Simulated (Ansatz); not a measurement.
# Which is lower?

The two ends of one reaction step of SiH2S, singlet (PBE0-D4/def2-TZVP).

A:

```csv
atom,x (Å),y (Å),z (Å)
H1,-1.7243,0.0355,-0.5810
S2,-0.4213,0.0907,-0.9136
Si3,0.3694,-0.1047,1.0388
H4,1.7762,-0.0215,0.4558
```

B:

| atom | x (Å) | y (Å) | z (Å) |
| --- | --- | --- | --- |
| H1 | -1.1302 | -0.6612 | 0.7706 |
| S2 | -0.1468 | 0.9736 | -1.6010 |
| Si3 | 0.0046 | -0.0302 | 0.0497 |
| H4 | 1.2724 | -0.2822 | 0.7808 |

Ansatz 0.2.0; basis: def2-TZVPP; cores frozen in the correlated methods. B3LYP uses VWN-RPA correlation.

Q: Which structure is lower at CCSD(T), and by how much? (Judge from chemistry; the value comes from the calculation.)

A: Computed: B, by 45.5 kJ/mol (electronic energy, against the other). By their contacts, A is SiH₂S ([SiH][SH]) and B is SiH₂S ([SiH2][S]).

All methods give the same order:

| method | E(B) − E(A) (kJ/mol) |
| --- | --- |
| SPW92 | -37.5 |
| PBE-D4 | -39.9 |
| BLYP-D4 | -40.8 |
| r2SCAN-D4 | -53.7 |
| B97M-V | -46.4 |
| PBE0-D4 | -43.2 |
| B3LYP-D4 | -43.6 |
| r2SCAN0-D4 | -52.2 |
| BHLYP-D4 | -46.6 |
| CAM-B3LYP-D4 | -44.6 |
| wB97X-V | -46.8 |
| wB97M-V | -37.9 |
| B2PLYP | -49.9 |
| PBE-QIDH | -51.7 |
| RPA on PBE | -39.5 |
| HF | -50.0 |
| MP2 | -59.1 |
| CCSD | -43.2 |
| CCSD(T) | -45.5 |

No T1 diagnostic of these runs exceeds 0.018. The restricted Hartree–Fock reference is unstable towards an unrestricted one at one or more of these structures.

Labels in which every atom is bracketed show which atoms are joined, not bond orders.

For scale, one of the runs: CCSD(T)/def2-TZVPP, 112 basis functions (an equivalent command: `ansatz run in.yaml --threads 2`). The run took about 2.2 s on 2 CPU threads (shared host).
